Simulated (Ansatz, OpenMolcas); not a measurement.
## How basis sets differ on AlH3 (SMILES [AlH3])

AlH3 has 4 atoms, charge 0, and is taken as a singlet. SMILES: `[AlH3]`. Geometry: relaxed at PBE0-D4/def2-TZVP.

Each level gives the vertical energy of the triplet above the singlet (eV). The values are calculated.

| level | kind | program | value (eV) | CPU time (all runs) |
| --- | --- | --- | --- | --- |
| HF/STO-3G | Hartree–Fock | OpenMolcas | 8.38 | 2.4 s |
| HF/3-21G | Hartree–Fock | Ansatz | 5.06 | 0.23 s |
| HF/6-31G* (spherical functions) | Hartree–Fock | Ansatz | 5.22 | 0.37 s |
| HF/def2-TZVPPD | Hartree–Fock | OpenMolcas | 5.03 | 19 s |

The values span 5.03 to 8.38 eV. A triplet this far above the singlet is often a Rydberg-like or dissociative state; sets without diffuse functions put Rydberg states too high. CPU times are rough (shared hosts, several kinds of processor and program).
